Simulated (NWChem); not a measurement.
# SiH3SO (SMILES O[SiH2][S]): levels of theory compared

We compute a comparison of 6 runs (UPBE/DGauss-DZVP, UPBE/LANL2DZ, UPBE/SBKJC-VDZ, UPBE/MINI, UPBE/MIDI!, UPBE/jorge-TZP) of SiH3SO. 

The results are computed with NWChem 7.3.0.

1 further run of the same task is left out (set aside as unsound or not needed).

**1. The structure to begin with**

The species is SiH3SO (6 atoms), meant as a doublet with charge 0. SMILES: `O[SiH2][S]`. Geometry: relaxed at PBE0-D4/def2-TZVP. This is one conformer, not always the lowest.

Bond lengths: O1–Si2 1.639 Å, Si2–S3 2.114 Å, O1–H4 0.959 Å, Si2–H5 1.491 Å, Si2–H6 1.479 Å. Angles: O1–Si2–S3 115.7°, O1–Si2–H5 112.5°, O1–Si2–H6 104.9°, S3–Si2–H5 101.6°, S3–Si2–H6 110.7°, Si2–O1–H4 117.8°, H5–Si2–H6 111.7°.

**2. Energy and gradient at UPBE/DGauss-DZVP (run 1)**

a.nw reads:

```
start a
title "H3OSSi"
memory 2200 mb
geometry noautosym nocenter noautoz
 O       -0.506200      -1.252800       0.071600
 Si       0.267300       0.188600       0.177600
 S       -0.863300       1.879100      -0.400100
 H       -0.970300      -1.452500      -0.743200
 H        1.434000       0.278400      -0.746100
 H        0.680600       0.295200       1.593900
end
basis spherical bse
 * library DGauss-DZVP
end
dft
 xc xpbe96 cpbe96
 mult 2
 grid fine
 convergence energy 1e-08
 iterations 100
 mulliken
 print low
end
task dft gradient
```

Run with:

```sh
nwchem a.nw > a.out
```

What it wrote:

```text
[...]
 d= 0,ls=0.0,diis     1   -764.1824273507 -9.08D+02  1.28D-02  1.55D-01     1.4
[...]
 d= 0,ls=0.0,diis    14   -764.2551587908 -2.05D-09  1.42D-07  2.07D-11    15.6
[...]
         Total DFT energy =     -764.255158790804
      One electron energy =    -1341.594496457220
           Coulomb energy =      489.714502701375
    Exchange-Corr. energy =      -55.791279278791
 Nuclear repulsion energy =      143.416114243832
[...]
      Total Density - Mulliken Population Analysis
     ---------------------------------------------
    Atom       Charge   Shell Charges
 -----------   ------   -------------------------------------------------------
    1 O    8     8.68   2.00  0.92  0.88  3.56  1.30  0.02
    2 Si  14    13.59   2.00  2.00  0.89  0.26  5.99  2.03  0.14  0.28
    3 S   16    16.19   2.00  2.00  1.14  0.80  5.99  3.12  1.12  0.02
    4 H    1     0.55   0.50  0.05
    5 H    1     1.00   0.55  0.45
    6 H    1     0.99   0.55  0.43
[...]
      <S2> =      0.7523 (Exact =     0.7500)
                         DFT ENERGY GRADIENTS
    atom               coordinates                        gradient
                 x          y          z           x          y          z
   1 O      -0.956579  -2.367449   0.135304    0.000309   0.014741  -0.014200
   2 Si      0.505124   0.356402   0.335615   -0.004489  -0.012759  -0.001398
   3 S      -1.631400   3.550984  -0.756079    0.002524  -0.005710   0.001842
   4 H      -1.833601  -2.744827  -1.404444    0.008714   0.004339   0.015056
   5 H       2.709867   0.526100  -1.409925   -0.004968  -0.000772   0.003162
   6 H       1.286148   0.557847   3.012034   -0.002090   0.000161  -0.004462
 Task  times  cpu:       19.1s     wall:       19.1s
 Total times  cpu:       19.1s     wall:       19.1s
```

Wall time 20 s (1 thread of Intel Xeon Platinum 8488C (Sapphire Rapids), shared host); peak memory 0.11 GiB.

**3. Energy and forces at UPBE/LANL2DZ (core potential) (run 2)**

h3ossi.nw reads:

```
START h3ossi
TITLE "H3OSSi"
memory total 2200 mb
charge 0

GEOMETRY units angstroms noautosym nocenter noautoz
O    -0.506200   -1.252800    0.071600
Si    0.267300    0.188600    0.177600
S    -0.863300    1.879100   -0.400100
H    -0.970300   -1.452500   -0.743200
H     1.434000    0.278400   -0.746100
H     0.680600    0.295200    1.593900
END

BASIS "ao basis" spherical bse
* library LANL2DZ
END

ECP bse
Si library LANL2DZ
S library LANL2DZ
END

DFT
xc xpbe96 cpbe96
mult 2
grid fine
convergence energy 1e-08
iterations 100
mulliken
print low
END

TASK dft gradient
```

Run with:

```sh
nwchem h3ossi.nw > h3ossi.out
```

What it wrote:

```text
[...]
 d= 0,ls=0.0,diis     1    -90.8395955527 -1.30D+02  2.70D-02  1.25D-01     0.7
[...]
 d= 0,ls=0.0,diis    12    -90.9155134339 -5.20D-09  9.68D-07  1.45D-10     6.4
[...]
         Total DFT energy =      -90.915513433892
      One electron energy =     -205.604254788743
           Coulomb energy =       88.146072014410
    Exchange-Corr. energy =      -12.998020692145
 Nuclear repulsion energy =       39.540690032586
[...]
      Total Density - Mulliken Population Analysis
     ---------------------------------------------
    Atom       Charge   Shell Charges
 -----------   ------   -------------------------------------------------------
    1 O    8     8.73   2.00  0.91  0.93  3.51  1.37
    2 Si   4     3.41   0.71  0.55  1.60  0.54
    3 S    6     6.21   1.07  0.92  2.20  2.02
    4 H    1     0.61   0.48  0.13
    5 H    1     1.03   0.49  0.54
    6 H    1     1.02   0.49  0.52
[...]
      <S2> =      0.7513 (Exact =     0.7500)
                         DFT ENERGY GRADIENTS
    atom               coordinates                        gradient
                 x          y          z           x          y          z
   1 O      -0.956579  -2.367449   0.135304    0.010691   0.029563  -0.008219
   2 Si      0.505124   0.356402   0.335615   -0.035423  -0.014205  -0.018230
   3 S      -1.631400   3.550984  -0.756079    0.018674  -0.029363   0.009834
   4 H      -1.833601  -2.744827  -1.404444    0.014939   0.015039   0.017244
   5 H       2.709867   0.526100  -1.409925   -0.006170  -0.000653   0.003379
   6 H       1.286148   0.557847   3.012034   -0.002711  -0.000381  -0.004008
 Task  times  cpu:        7.4s     wall:        7.4s
 Total times  cpu:        7.4s     wall:        7.4s
```

Run time: 8.1 s. Hardware: 1 thread of Intel Xeon Platinum 8488C (Sapphire Rapids), shared host; peak memory 0.12 GiB.

Runs 3 to 5 aren't shown in full; the table further down has their settings and results.

**4. Energy and forces at UPBE/jorge-TZP (run 6)**

work.nw reads:

```
start work
title "H3OSSi PBE"
memory stack 880 mb heap 220 mb global 1100 mb
geometry units angstroms noautosym nocenter noautoz
   O    -0.506200   -1.252800    0.071600
   Si    0.267300    0.188600    0.177600
   S    -0.863300    1.879100   -0.400100
   H    -0.970300   -1.452500   -0.743200
   H     1.434000    0.278400   -0.746100
   H     0.680600    0.295200    1.593900
end
basis "ao basis" spherical bse
   * library jorge-TZP
end
dft
   xc xpbe96 cpbe96
   mult 2
   grid fine
   convergence energy 1e-08
   maxiter 100
   mulliken
   noprint "final vectors analysis"
end
task dft gradient
```

Run with:

```sh
nwchem work.nw > work.out
```

What it wrote:

```text
[...]
          Wavefunction type:  spin polarized.
          No. of atoms     :     6
          No. of electrons :    41
[...]
          Charge           :     0
          Spin multiplicity:     2
[...]
          AO basis - number of functions:   153
[...]
              XC Information
              --------------
          PerdewBurkeErnzerhof Exchange Functional  1.000
            Perdew 1991 LDA Correlation Functional  1.000 local
           PerdewBurkeErnz. Correlation Functional  1.000 non-local
[...]
 d= 0,ls=0.0,diis     1   -764.3117186307 -9.08D+02  3.47D-03  1.43D+00     6.4
[...]
 d= 0,ls=0.0,diis    16   -764.3943573858 -2.59D-10  3.79D-08  6.24D-11    99.3
[...]
         Total DFT energy =     -764.394357385752
      One electron energy =    -1342.250630694507
           Coulomb energy =      490.364013850528
    Exchange-Corr. energy =      -55.923854785605
 Nuclear repulsion energy =      143.416114243832
[...]
      Total Density - Mulliken Population Analysis
     ---------------------------------------------
    Atom       Charge   Shell Charges
 -----------   ------   -------------------------------------------------------
    1 O    8     8.41   0.58  1.38  0.16  0.92  0.72  1.92  1.79  0.93  0.00  0.01  0.00
    2 Si  14    13.53   0.20  0.53  0.86  0.36  1.61  0.37  0.72  0.43  4.96  0.95  0.74  1.08  0.20  0.24  0.22  0.06
    3 S   16    16.23   0.15  0.47  0.86  0.47  0.50  1.52  0.97  0.96  5.16  0.79  0.96  2.30  1.06  0.01  0.04  0.00
    4 H    1     0.77   0.26  0.37  0.04  0.06  0.02  0.01
    5 H    1     1.05   0.24  0.53  0.26  0.01  0.01  0.00
    6 H    1     1.02   0.24  0.53  0.24  0.01  0.01  0.00
[...]
      <S2> =      0.7535 (Exact =     0.7500)
[...]
  wavefunction    = open shell
                         DFT ENERGY GRADIENTS
    atom               coordinates                        gradient
                 x          y          z           x          y          z
   1 O      -0.956579  -2.367449   0.135304    0.001003   0.012318  -0.008832
   2 Si      0.505124   0.356402   0.335615   -0.001271  -0.009702  -0.000054
   3 S      -1.631400   3.550984  -0.756079    0.001520  -0.004267   0.001363
   4 H      -1.833601  -2.744827  -1.404444    0.005324   0.002235   0.009086
   5 H       2.709867   0.526100  -1.409925   -0.004649  -0.000697   0.003029
   6 H       1.286148   0.557847   3.012034   -0.001926   0.000113  -0.004593
[...]
```

It took 2 min on 1 thread of Intel Xeon Platinum 8488C (Sapphire Rapids), shared host; peak memory 0.14 GiB.

**5. Overview of the runs**

```tsv
run	level	core potential	energy (Eh)	⟨S²⟩	largest force (eV/Å)	wall time
1	UPBE/DGauss-DZVP	–	-764.255159	0.752	1.053	20 s
2	UPBE/LANL2DZ (core potential)	LANL2DZ	-90.915513	0.751	2.175	8.1 s
3	UPBE/SBKJC-VDZ (core potential)	SBKJC-VDZ	-31.698957	0.751	2.299	7.8 s
4	UPBE/MINI	–	-760.129024	0.751	6.032	6 s
5	UPBE/MIDI!	–	-760.436734	0.752	1.885	15 s
6	UPBE/jorge-TZP	–	-764.394357	0.753	0.781	2 min
```

**6. Results**

| quantity | value |
| --- | --- |
| run 6: total energy | -764.39436 Eh |
| run 6: dipole moment | 1.14 D |
| run 6: ⟨S²⟩ | 0.753 |
| run 6: largest force on an atom | 0.781 eV/Å |

What this shows: Over runs 4, 5, 6 the dipole moment (its size) runs from 1.14 D (UPBE/jorge-TZP) to 1.80 D (UPBE/MINI). Some runs of one species differ in core potentials or relativity; totals across that change don't compare. In run 4 the basis is minimal, so the values are rough. All runs together took 3 min, the longest 2 min.
